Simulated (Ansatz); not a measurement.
A nudged elastic band was laid between two geometries of AlH₃S (5 atoms, charge 0, multiplicity 1).

Computed with RKS PBE0-D4/STO-3G (Ansatz).

- movable images: 9
- climbing image: yes
- spring: 5.0 eV/Å²
- optimiser: quadratic models (default)
- start path: through a guess of the saddle point
- force threshold: 0.03 eV/Å
- iteration limit: 60
- end points: relaxed

First end point:

```xyz
5
Properties=species:S:1:pos:R:3
Al -0.604 -0.056 -0.172
S 1.058 -0.342 1.067
H -1.922 -0.570 0.315
H -0.422 0.647 -1.482
H 1.941 0.248 0.230
```

Last end point:

```xyz
5
Properties=species:S:1:pos:R:3
Al -0.487 0.081 -0.394
S 1.520 0.194 0.186
H -1.473 -0.585 0.515
H -0.855 0.682 -1.714
H 1.345 -0.446 1.365
```

**Question.** What changes between the two ends?

**Answer.** No bond is made or broken.  The two ends are copies of one structure, up to a mirror image or an exchange of like atoms.

**Question.** What energy profile does the band end with?

**Answer.** It converged. The highest image is number 4 of 0 to 10, 44.1 kJ/mol above the ends, which have the same energy within 2 meV. A vibrational analysis at the climbing image gives one clearly imaginary mode, 481i cm⁻¹: a first-order saddle point. Limits of this set-up: minimal basis.

| image | path coordinate (Å) | energy (kJ/mol) |
| --- | --- | --- |
| 0 | 0.00 | 0.0 |
| 1 | 0.34 | 6.6 |
| 2 | 0.67 | 22.0 |
| 3 | 1.01 | 37.6 |
| 4 | 1.34 | 44.1 |
| 5 | 1.57 | 41.1 |
| 6 | 1.79 | 32.9 |
| 7 | 2.02 | 21.8 |
| 8 | 2.24 | 10.9 |
| 9 | 2.47 | 2.9 |
| 10 | 2.69 | 0.0 |

**Question.** What is the geometry of the highest image?

**Answer.** 
```xyz
5
Properties=species:S:1:pos:R:3
Al -0.556 0.139 -0.203
S 1.150 0.286 1.069
H -1.679 -0.793 0.147
H -0.650 0.987 -1.437
H 1.786 -0.693 0.383
```

**Question.** What are the harmonic wavenumbers there?

**Answer.** 481i, 599, 602, 629, 829, 989, 2490, 2535, 2995 cm⁻¹.

Time of the run: 35 s on 1 thread of Intel(R) Xeon(R) 6975P-C (Granite Rapids) (shared host), peak memory 0.12 GiB.
